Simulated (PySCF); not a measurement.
## Aluminium: a sound run and one with changed settings

Sound run: Al [Ne] 3s2 3p1, Al⁺ [Ne] 3s2. All numbers are calculated (PySCF 2.14, the non-relativistic Hamiltonian (point nucleus), in pcseg-2 (5s4p2d1f, 34 functions)). In the sound run the correlated levels freeze [Ne]. The sound run starts from symmetry-adapted Hartree-Fock orbitals and uses a fine grid where one is needed.

Changed run: the spin-free X2C one-electron Hamiltonian (Gaussian nucleus). This setting is unsound on purpose.

```csv
species,method,sound run (hartree),changed run (hartree),converged
Al,UHF,-241.86934,-242.27036,yes
Al,MN15,-242.27691,-242.67957,yes
Al,PBE,-242.23282,-242.63413,yes
Al,MP2,-241.90107,-242.30213,yes
Al,CCSD(T),-241.91470,-242.31575,yes
Al⁺,UHF,-241.66511,-242.06637,yes
Al⁺,MN15,-242.06606,-242.46901,yes
Al⁺,PBE,-242.00980,-242.41139,yes
Al⁺,MP2,-241.69218,-242.09346,yes
Al⁺,CCSD(T),-241.70401,-242.10525,yes
```

Ionisation energy of Al:

```json
{"method": "UHF", "sound run (eV)": "5.557", "changed run (eV)": "5.551"}
{"method": "MN15", "sound run (eV)": "5.737", "changed run (eV)": "5.730"}
{"method": "PBE", "sound run (eV)": "6.069", "changed run (eV)": "6.061"}
{"method": "MP2", "sound run (eV)": "5.684", "changed run (eV)": "5.678"}
{"method": "SCS-MP2", "sound run (eV)": "5.665", "changed run (eV)": "5.659"}
{"method": "CCSD", "sound run (eV)": "5.714", "changed run (eV)": "5.709"}
{"method": "CCSD(T)", "sound run (eV)": "5.733", "changed run (eV)": "5.728"}
```

Most of the change in total energy is the relativistic energy itself. On top of that the contraction fixes the core shape for the Hamiltonian it was made with, so the changed run is not a good calculation with the other Hamiltonian either.

For comparison, NIST gives 5.986 eV between the lowest levels.
